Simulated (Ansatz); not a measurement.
# CH4B: the cost of one run

Program: Ansatz 0.2.0. Level of theory: UHF-MP2, frozen core/def2-TZVP. These are calculated values, not measurements.

**1. The system as given**

SMILES `[BH]C`, 6 atoms, charge 0, spin multiplicity 2.

Atoms are counted from 1 here; the program's logs count them from 0.

Bond lengths: B1–C2 1.543 Å, B1–H3 1.219 Å, C2–H4 1.108 Å, C2–H5 1.121 Å, C2–H6 1.113 Å. Angles: C2–B1–H3 128.5°, B1–C2–H4 116.5°, B1–C2–H5 102.9°, B1–C2–H6 114.2°, H4–C2–H5 106.6°, H4–C2–H6 110.0°, H5–C2–H6 105.5°.

Coordinates:

```xyz
6
charge 0, multiplicity 2
B     0.35593   -1.06476    0.10815
C    -0.29863    0.29722   -0.20168
H     1.17179   -1.33562    0.97224
H    -1.18470    0.28027   -0.86723
H     0.50810    0.84225   -0.75652
H    -0.51039    0.91653    0.69884
```

This geometry comes from a loose relaxation at PBE in a small basis, which is not shown.

**3. Setting up the map**

First coordinate, angle B1–C2–H5: 15 values from 59.4 to 149.4 °. Second coordinate, angle H4–C2–H6: 15 values from 64.9 to 154.9 °.

Nothing else is relaxed (all other coordinates rigid). Energies count from the relaxed molecule at the same level. Points are written as (first, second).

(The set-up runs are not shown.)

**4. Grid point (98.0°, 97.0°)**

input.yaml reads:

```yaml
crystal:
  periodic: [false, false, false]
  atoms:
    - { symbol: B, position_ang: [0.487395, -1.012214, 0.037227] }
    - { symbol: C, position_ang: [-0.289178, 0.301592, -0.20718] }
    - { symbol: H, position_ang: [1.352957, -1.205304, 0.83332] }
    - { symbol: H, position_ang: [-1.264891, 0.414232, -0.676067] }
    - { symbol: H, position_ang: [0.498587, 0.846542, -0.749722] }
    - { symbol: H, position_ang: [-0.501472, 0.895124, 0.686547] }
magnetization:
  spin_polarized: true
  initial_magnetization: 1
basis:
  gaussian: { orbitals: def2-TZVP }
hamiltonian:
  xc: hf
output:
  forces: true
correlation:
  method: mp2
scf:
  omitted_lower_state_checks: [cluster_reference]
```

Started as:

```
ansatz run input.yaml --threads 1 --pin off --max-ram 2560MiB --backend cpu --events-out ev --progress --plain --runs-dir out
```

What time and memory should one allow on 1 thread of Intel Xeon 6975P-C (Granite Rapids), shared host?

About 1.1 s, with a peak of 0.17 GiB.
